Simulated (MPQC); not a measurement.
**H2NO (SMILES N[O]): a chain of runs**

Aim: a geometry optimisation (ROHF/STO-2G), then the harmonic vibrations (ROHF/STO-2G), then the energy (ZAPT2/6-311G) of H2NO. 

Program for the calculation: MPQC 2.3.1.

6 further runs of the same task are left out: 1 that didn't finish, 5 set aside as unsound or not needed.

## (1) The structure to begin with

H2NO: 4 atoms, total charge 0, spin state doublet. As SMILES, `N[O]`. Geometry: relaxed at GFN2-xTB. The run starts from this shape.

Bond lengths: N1–O2 1.277 Å, N1–H3 1.017 Å, N1–H4 1.017 Å. Angles: O2–N1–H3 118.4°, O2–N1–H4 118.4°, H3–N1–H4 119.4°.

## (2) A structure relaxation at ROHF/STO-2G (hessian update BFGS) (run 1)

The input, job.in:

```
% H2NO
molecule<Molecule>: (
    symmetry = c1
    unit = angstrom
    { atoms geometry } = {
        N  [ -0.015110     0.041110    -0.107550 ]
        O  [ 0.804330     0.357230     0.819800 ]
        H  [ -0.968410     0.390510    -0.050090 ]
        H  [ 0.179190    -0.788850    -0.662160 ]
    }
)
basis<GaussianBasisSet>: (
    name = "STO-2G"
    molecule = $:molecule
    puream = yes
)
mpqc: (
    checkpoint = no
    savestate = no
    restart = no
    do_energy = yes
    do_gradient = no
    optimize = yes
    coor<SymmMolecularCoor>: (
        molecule = $:molecule
        generator<IntCoorGen>: ( molecule = $:molecule )
    )
    mole<HSOSHF>: (
        molecule = $:molecule
        basis = $:basis
        total_charge = 0
        multiplicity = 2
        memory = 1000000000
        print_evals = yes
        print_npa = yes
        maxiter = 100
        guess_wavefunction<HSOSHF>: (
            molecule = $:molecule
            total_charge = 0
            multiplicity = 2
            memory = 1000000000
            value_accuracy = 1e-3
            basis<GaussianBasisSet>: (
                name = "STO-3G"
                molecule = $:molecule
            )
        )
        coor = $..:coor
    )
    opt<QNewtonOpt>: (
        function = $..:mole
        max_iterations = 40
        update<BFGSUpdate>: ()
        convergence<MolEnergyConvergence>: (
            cartesian = yes
            energy = $..:..:mole
        )
    )
)
```

Command:

```console
$ mpqc job.in > job.out
```

Output:

```text
MPQC: Massively Parallel Quantum Chemistry
[...]
    symmetry = c1
[...]
  LUMO is    10   A =   0.616366
  total scf energy = -124.8623056996
[...]
  Total Gradient:
       1   N   0.0000055234   0.0000048521   0.0000083873
       2   O  -0.0000005560   0.0000030136  -0.0000010937
       3   H  -0.0000032641   0.0000005067  -0.0000005181
       4   H  -0.0000017033  -0.0000083724  -0.0000067754
  Max Gradient     :   0.0000083873   0.0001000000  yes
  Max Displacement :   0.0000267937   0.0001000000  yes
  Gradient*Displace:   0.0000000004   0.0001000000  yes
[...]
  Value of the MolecularEnergy: -124.8623056996
[...]
      nbasis = 12
[...]
```

Run time: 1 s. Hardware: 1 thread of Intel Xeon at 2.50GHz (Skylake/Cascade Lake), shared host.

The path in brief:

```csv
step,energy from the first frame kept (eV),largest force (eV/Å)
0,0.0000,5.6272
1,-0.1631,2.9803
2,-0.3581,1.5761
3,-0.4538,1.3274
4,-0.4694,0.5896
5,-0.4763,0.1271
6,-0.4766,0.0245
7,-0.4766,0.0047
8,-0.4766,0.0006
```

After the run. Bond lengths: N1–O2 1.378 Å, N1–H3 1.049 Å, N1–H4 1.049 Å. Angles: O2–N1–H3 109.8°, O2–N1–H4 109.8°, H3–N1–H4 104.9°.

## (3) The harmonic vibrations at ROHF/STO-2G (run 2)

The input, mol.in:

```
molecule<Molecule>: (
   symmetry = c1
   unit = angstrom
   { atoms geometry } = {
      N  [ 0.044846     0.176352    -0.255726 ]
      O  [ 0.806651     0.327182     0.882050 ]
      H  [ -0.969225     0.306751    -0.023300 ]
      H  [ 0.117728    -0.810285    -0.603024 ]
   }
)
basis<GaussianBasisSet>: (
   name = "STO-2G"
   molecule = $:molecule
   puream = yes
)
mpqc: (
   checkpoint = no
   savestate = no
   restart = no
   do_energy = yes
   do_gradient = no
   optimize = no
   mole<HSOSHF>: (
      molecule = $:molecule
      basis = $:basis
      total_charge = 0
      multiplicity = 2
      memory = 1000000000
      print_evals = yes
      print_npa = yes
      maxiter = 100
      guess_wavefunction<HSOSHF>: (
         molecule = $:molecule
         total_charge = 0
         multiplicity = 2
         memory = 1000000000
         value_accuracy = 1e-3
         basis<GaussianBasisSet>: (
            name = "STO-3G"
            molecule = $:molecule
         )
      )
      hessian<FinDispMolecularHessian>: (
         checkpoint = no
         restart = no
      )
   )
   freq<MolecularFrequencies>: (
      molecule = $:molecule
   )
)
```

Command:

```console
$ mpqc mol.in > mol.out
```

Output:

```text
MPQC: Massively Parallel Quantum Chemistry
[...]
Value of the MolecularEnergy: -124.8623056996
[...]
  Total Gradient:
       1   N  -0.0009084500  -0.0011880890  -0.0038042227
       2   O   0.0010437210   0.0002751965   0.0025700031
       3   H  -0.0005729282   0.0005769658   0.0010479965
       4   H   0.0004376573   0.0003359267   0.0001862231
  The external rank is 6
  Frequencies (cm-1; negative is imaginary):
  A
     1  4097.27
     2  3930.90
     3  2030.42
     4  1494.25
     5  1441.46
     6  1054.70
  THERMODYNAMIC ANALYSIS:
  Contributions to the nonelectronic enthalpy at 298.15 K:
                     kJ/mol       kcal/mol
    E0vib        =   84.0317      20.0841
    Evib(T)      =    0.1092       0.0261
    Erot(T)      =    3.7185       0.8887
    Etrans(T)    =    3.7185       0.8887
    PV(T)        =    2.4790       0.5925
    Total nonelectronic enthalpy:
    H_nonel(T)   =   94.0568      22.4801
  Contributions to the entropy at 298.15 K and 1.0 atm:
                     J/(mol*K)    cal/(mol*K)
    S_trans(T,P) =  151.9758      36.3231
[...]
      symmetry = c1
[...]
      nbasis = 12
[...]
  LUMO is    10   A =   0.616366
  total scf energy = -124.8623056996
[...]
```

Wall time 1.7 s (1 thread of Intel Xeon at 2.50GHz (Skylake/Cascade Lake), shared host).

## (4) A single-point energy at ZAPT2/6-311G (run 3)

The input, run.in:

```
% H2NO
molecule<Molecule>: (
    symmetry = c1
    unit = angstrom
    { atoms geometry } = {
        N  [ 0.044846     0.176352    -0.255726 ]
        O  [ 0.806651     0.327182     0.882050 ]
        H  [ -0.969225     0.306751    -0.023300 ]
        H  [ 0.117728    -0.810285    -0.603024 ]
    }
)
basis<GaussianBasisSet>: (
    name = "6-311G"
    molecule = $:molecule
)
mpqc: (
    checkpoint = no
    savestate = no
    restart = no
    do_energy = yes
    do_gradient = no
    optimize = no
    mole<MBPT2>: (
        molecule = $:molecule
        basis = $:basis
        memory = 1000000000
        method = zapt
        nfzc = 2
        reference<HSOSHF>: (
            molecule = $:molecule
            basis = $:basis
            total_charge = 0
            multiplicity = 2
            memory = 1000000000
            print_evals = yes
            maxiter = 100
            guess_wavefunction<HSOSHF>: (
                molecule = $:molecule
                total_charge = 0
                multiplicity = 2
                memory = 1000000000
                value_accuracy = 1e-3
                basis<GaussianBasisSet>: (
                    name = "STO-3G"
                    molecule = $:molecule
                )
            )
        )
    )
)
```

Command:

```console
$ mpqc run.in > run.out
```

Output:

```text
MPQC: Massively Parallel Quantum Chemistry
[...]
   npass  rest  nbasis  nshell  nfuncmax  ndocc  nsocc  nvir  nfzc  nfzv
[...]
  LUMO is    10   A =   0.138807
  total scf energy = -130.3649122793
[...]
Value of the MolecularEnergy: -130.5940797541
[...]
        symmetry = c1
[...]
```

It took 1.7 s on 1 thread of Intel Xeon at 2.50GHz (Skylake/Cascade Lake), shared host.

## (5) Summary of results

```
                                                                     quantity             value
                                  run 1, ROHF/STO-2G: total energy at the end     -124.86231 Eh
                               run 2, ROHF/STO-2G: lowest harmonic wavenumber         1055 cm⁻¹
                              run 2, ROHF/STO-2G: highest harmonic wavenumber         4097 cm⁻¹
                                        run 2, ROHF/STO-2G: zero-point energy       84.0 kJ/mol
run 2, ROHF/STO-2G: ideal-gas entropy at 298.15 K (symmetry number 1 as used)  54.3 cal/(mol K)
                                            run 3, ZAPT2/6-311G: total energy     -130.59408 Eh
             run 3, ZAPT2/6-311G: correlation energy (2 core orbitals frozen)        -229.2 mEh
```

What this shows: The optimisation (run 1, ROHF/STO-2G) took 8 steps and changed the energy by -0.477 eV. All 6 modes (run 2, ROHF/STO-2G) are real, so the shape is a minimum at this level.
